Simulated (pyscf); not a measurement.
Optimised with ωB97X-D3(BJ)/def2-SVP in PySCF.

Problem. Estimate by transition-state theory (the high-pressure limit) the rate constant of H₂N–TaH(Cl)(Cl)–Cl -> HN=Ta(Cl)(Cl)–Cl + H₂ (singlet surface; H–N, H–Ta broken, H–H formed) at 600 K, with ωB97M-D3(BJ)/def2-TZVP energies (ideal gas, 1 atm, RRHO with modes under 100 cm⁻¹ raised to 100, one conformer, R ln 2 for chiral ones without a mode under 150 cm⁻¹; no tunnelling).

Solution. The electronic barrier is 27.3 kcal/mol and the thermal terms add -2.0, so ΔG‡ = 25.3 kcal/mol. With k_BT/h = 1.25e+13 s⁻¹ and RT = 1.192 kcal/mol, k = 7.9e+03 s⁻¹, a half-life of 8.7e-05 s through this channel alone. Wigner's tunnelling factor for 1535i cm⁻¹ would be 1.56, likely too low at so high a frequency. A shift of 1 kcal/mol in the barrier changes k by a factor 2.3. On the reactant side the descent ends in a point that may be a rotor saddle (no frequency run), 2.0 kcal/mol over the lowest minimum found and 25.5 kcal/mol under the saddle at ωB97X-D3(BJ)/def2-TZVP. At the saddle there is also a short H–Ta contact that neither side keeps. This is the saddle that the search found; another between the same sides may lie lower. Elements past Kr carry the def2 core potentials, without spin-orbit coupling.
